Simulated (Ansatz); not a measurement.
The input, for Ansatz 0.2.0:

```yaml
crystal:
  periodic: [false, false, false]
  atoms:
    - {symbol: P, position_ang: [0.041622, 0.000000, 0.000000]}
    - {symbol: H, position_ang: [0.182325, 0.000000, -1.504740]}
    - {symbol: H, position_ang: [-0.821841, 1.169392, 0.000000]}
    - {symbol: H, position_ang: [-0.821841, -1.169392, 0.000000]}
    - {symbol: H, position_ang: [0.182325, 0.000000, 1.504740]}
basis:
  gaussian: {orbitals: aug-cc-pVDZ, point_charges: [{charge: -1.00, position_ang: [3.551, 0.235, 0.033]}]}
total_charge: -1
magnetization: {spin_polarized: false}
correlation: {method: ccsd_t, electrons: outside_noble_gas}
accuracy: high
scf: {lower_state_search: off}
```

```sh
$ ansatz run in.yaml --threads 1 --pin off --events-out ev --progress --plain --max-ram 2393MiB
```

Output:

```
these checks for a lower state are left out or cut short: stability, starts, cluster_reference, orbital_swaps, neighbouring_geometries, increment
1276 factors; integrals over basis functions are off by at most 3.5e-9 eV
mean field evaluation 1: about -9324.2795 eV, gradient 2.6e1 eV
mean field evaluation 2: about -9324.2748 eV, gradient 2.6e1 eV
mean field evaluation 4: about -9328.2309 eV, gradient 2.1e0 eV
mean field evaluation 8: about -9328.2863 eV, gradient 2.5e-1 eV
mean field -9328.28783123 eV, -342.8082548572 hartree, gradient 5.7e-8 eV, S^2 0.000000; 0 other end points of the search recorded, 0 dependent functions left out
5 core orbitals not correlated: weight in the atoms' cores, before any rotation towards them, 1.000 or more for the frozen orbitals, at most 0.000 for the correlated occupied ones
reference -9328.28783123 eV, -342.8082548572 hartree; 5, 5 occupied and 53, 53 virtual orbitals, 1276 factors
second order -5.25062336 eV of doubles, -0.00000000 eV of singles
cycle   1  -5.81670657 eV  change   -5.7e-1 eV  update   8.1e-2
cycle   2  -6.07513081 eV  change   -2.6e-1 eV  update   3.5e-2
cycle   3  -6.11398755 eV  change   -3.9e-2 eV  update   1.5e-2
cycle   4  -6.10637450 eV  change    7.6e-3 eV  update   7.9e-3
cycle   5  -6.10879942 eV  change   -2.4e-3 eV  update   4.3e-3
cycle   6  -6.10835795 eV  change    4.4e-4 eV  update   2.8e-3
...
cycle  25  -6.10915611 eV  change    9.4e-8 eV  update   1.9e-7
cycle  26  -6.10915617 eV  change   -6.7e-8 eV  update   2.0e-7
cycle  27  -6.10915624 eV  change   -7.0e-8 eV  update   1.1e-7
cycle  28  -6.10915624 eV  change    4.6e-9 eV  update   5.7e-8
cycle  29  -6.10915623 eV  change    1.2e-8 eV  update   3.4e-8
cycle  30  -6.10915622 eV  change    8.9e-9 eV  update   2.2e-8
cycle  31  -6.10915622 eV  change  -6.7e-10 eV  update   1.1e-8
cycle  32  -6.10915622 eV  change   -1.0e-9 eV  update   4.8e-9
cycle  33  -6.10915622 eV  change   7.1e-10 eV  update   1.9e-9
cycle  34  -6.10915622 eV  change  -1.4e-11 eV  update  9.4e-10
perturbative correction -0.27180595 eV, -0.0099886844 hartree
Total energy: -9334.66879340 eV, -343.0427508917 hartree
Checks for a lower state left out: stability, starts, cluster_reference, orbital_swaps, neighbouring_geometries, increment
```

Ran on 1 thread of Arm Neoverse V1, shared host: 2.8 s wall, 0.23 GiB peak host memory.
